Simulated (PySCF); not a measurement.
# PH₃F₂, a complex of two parts: interaction energy

The task here is to estimate one member of a computed series from the others.

Programs: PySCF 2.14.0. All values are calculated, for the isolated system unless a continuum is named. Atoms count from 0, parts from 1.

### The system as given

6 atoms, charge 0, multiplicity 1; geometry: GFN2-xTB. Parts: 1 = atoms 0–3, `FP`, charge 0; 2 = atoms 4–5, `F`, charge 0.

Set-up of the first run:

Job settings and geometry (Å):

```
{"job": {"xc": "PBE0", "basis": "def2-SVPD", "d3": "d3bj", "grid": 2, "kind": "geom", "shake": 0.01}, "charge": 0, "multiplicity": 1, "parts": [{"atoms": "0-3", "charge": 0, "multiplicity": 1}, {"atoms": "4-5", "charge": 0, "multiplicity": 1}]}
F      1.393121    -0.559815    -0.011466
P     -0.084456    -0.193295     0.689618
H     -0.827550    -0.632175    -0.436840
H     -0.047544     1.135213     0.224126
F      1.890114     1.145010     2.028311
H      2.439920     0.542751     1.591293
```

Run with:

```
$ OMP_NUM_THREADS=1 python cluster_run.py task.json out
```

One launch serves the whole session: the jobs run in the order shown.

Among the steps run: Optimising the geometry at PBE0-D3(BJ)/def2-SVPD; Coupled-cluster interaction energy: CCSD(T) and MP2.

One of the session's tables, all rows but one given; the rest of the session is left out.

It belongs to the step «Coupled-cluster interaction energy: CCSD(T) and MP2». 

```
                 method  interaction energy (kcal/mol)
         HF/aug-cc-pVDZ                          -3.94
        MP2/aug-cc-pVDZ                          -4.10
       CCSD/aug-cc-pVDZ                          -4.11
    CCSD(T)/aug-cc-pVDZ                          -4.20
         HF/aug-cc-pVTZ                          -3.86
        MP2/aug-cc-pVTZ                          -4.34
    SCS-MP2/aug-cc-pVTZ                              ?
      MP2, extrapolated                          -4.48
CCSD(T), limit estimate                          -4.58
```

Q: Estimate the row for SCS-MP2/aug-cc-pVTZ from the others.

As computed: interaction energy (kcal/mol): -3.93. In the column «interaction energy (kcal/mol)» it lies between HF/aug-cc-pVDZ (-3.94) and HF/aug-cc-pVTZ (-3.86).

To keep in mind: The interaction energy leaves out the deformation of the parts, 0.58 kcal/mol (MP2); added to the CCSD(T) estimate it gives a binding of about -4.00 kcal/mol.
